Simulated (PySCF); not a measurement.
Compound: H7PSi2.
SMILES with atom numbers: `[SiH3:1][SiH2:2][PH2:3]` (hydrogens: H4, H5, H6 on Si1; H7, H8 on Si2; H9, H10 on P3)

Geometry (PBE0-D3(BJ)/def2-SVP, Å), atoms numbered from 1 in this order:
```xyz
10
H7PSi2 angstrom
Si     1.577    0.720    0.069
Si    -0.162   -0.818   -0.262
P     -2.096    0.368   -0.368
H      2.910    0.043    0.026
H      1.530    1.770   -0.994
H      1.416    1.381    1.402
H     -0.157   -1.848    0.824
H      0.022   -1.513   -1.573
H     -2.944   -0.770   -0.197
H     -2.078    0.677    1.028
```

Level of theory: PBE0-D3(BJ)/def2-SVP geometry optimisation, gas phase (PySCF 2.14.0).

Take the most abundant isotopes and a rigid rotor. The values belong to one conformer with, in the numbering `[SiH3:1][SiH2:2][PH2:3]`, Si1–Si2–P3–H -165° and -71°.

Q: What are A, B and C (GHz)?

A: Ia = 54.61, Ib = 238.43, Ic = 277.40 u·Å²; 505379 MHz·u·Å²/I gives 9254, 2120 and 1822 MHz, that is A = 9.2544, B = 2.1196, C = 1.8218 GHz.

Q: What kind of rotor is it?

A: A near-prolate asymmetric top. Ray's parameter κ = (2B − A − C)/(A − C) = -0.920; −1 is the prolate and +1 the oblate limit.

Q: Is it planar, by Δ = Ic − Ia − Ib?

A: Not planar: Δ = Ic − Ia − Ib = -15.63 u·Å². For a rigid frame Δ = −2 Σ m c², so Σ m c² = 7.82 u·Å² lies off the ab plane: 7.72 from hydrogen and 0.09 from heavier atoms. The atom farthest from that plane is 1.29 Å away.

Q: Give the other two planar moments, Paa and Pbb, and the rms extents of the mass along the axes.

A: Paa = Σ m a² = (Ib + Ic − Ia)/2 = 230.61 and Pbb = Σ m b² = (Ia + Ic − Ib)/2 = 46.79 u·Å². With the mass M = 93.98 u, the rms extents √(P/M) along a, b and c are 1.57, 0.71, 0.29 Å.

Q: List the rotational levels J(Ka,Kc) to J = 2 (MHz).

A: Above 0(0,0):
J = 1: 1(0,1) 3941, 1(1,1) 11076, 1(1,0) 11374
J = 2: 2(0,2) 11815, 2(1,2) 18661, 2(1,1) 19555, 2(2,1) 40959, 2(2,0) 40968

Q: Predict some low-J microwave lines.

A: The dipole components are |μa| = 0.01 D, |μb| = 0.53 D, |μc| = 0.66 D. The squared components, which scale the intensities, stand as 0.00 : 0.64 : 1.00 (a : b : c). Some lines, for components of 0.1 D or more:

```tsv
type	branch	J(Ka,Kc)	MHz	lower level (cm⁻¹)
b	R	2(0,2) ← 1(1,1)	739	0.369
b	Q	5(1,4) ← 5(0,5)	9767	1.962
b	R	5(0,5) ← 4(1,4)	13620	1.507
b	R	3(1,3) ← 2(0,2)	18218	0.394
b	Q	4(2,2) ← 4(1,3)	20516	1.607
b	Q	5(2,4) ← 5(1,5)	24119	2.138
c	R	4(1,3) ← 3(0,3)	24560	0.787
b	R	5(1,5) ← 4(0,4)	24832	1.310
c	R	5(1,4) ← 4(0,4)	29295	1.310
b	R	2(2,1) ← 1(1,0)	29585	0.379
b	R	3(2,1) ← 2(1,2)	34168	0.622
b	R	4(2,2) ← 3(1,3)	38645	1.002
b	R	5(2,4) ← 4(1,3)	40066	1.607
c	R	5(2,3) ← 4(1,3)	40383	1.607
c	R	4(3,1) ← 3(2,1)	52163	1.762
c	R	5(3,2) ← 4(2,2)	56054	2.291
c	R	5(3,3) ← 4(2,3)	56186	2.286
b	R	5(4,1) ← 4(3,2)	70697	3.502
b	R	5(5,1) ← 4(4,0)	85262	5.202
c	R	5(5,0) ← 4(4,0)	85262	5.202
```

No frequency check. No vibrational averaging or centrifugal distortion is included, and the geometry carries the error of its method. A rigid rotor knows nothing of internal rotation, which can split or shift real lines.

The run took 17 s of wall time on one thread, Arm Neoverse V2 (shared host). This is the geometry optimisation.
